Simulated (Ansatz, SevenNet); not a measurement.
For LiTaO₃ (R3c, No. 161), the machine-learned potential SevenNet-0 (trained on PBE and PBE+U data) gives:

| Property | Result |
|---|---|
| lattice parameter a | 5.201 Å |
| c axis length | 13.936 Å |

Task: What does HSE06 in Ansatz (PAW) give for the same quantities?

Result: 
- lattice constant a: 5.139 Å (shrinks by 1.2 %)
- lattice parameter c: 13.777 Å (decreases by 1.1 %)

Changes are worked out from the printed values.

Unless a cell is named, each level is at its own relaxed cell (SevenNet-0 10.88, HSE06 10.50 Å³/atom).

Levels without +SOC leave out spin–orbit coupling, which shifts energies and cells of such heavy elements.

Ansatz's density-functional and Hartree–Fock values are scalar-relativistic unless marked +SOC, with PAW data made under PBE.

Ansatz is a program for electronic structure.
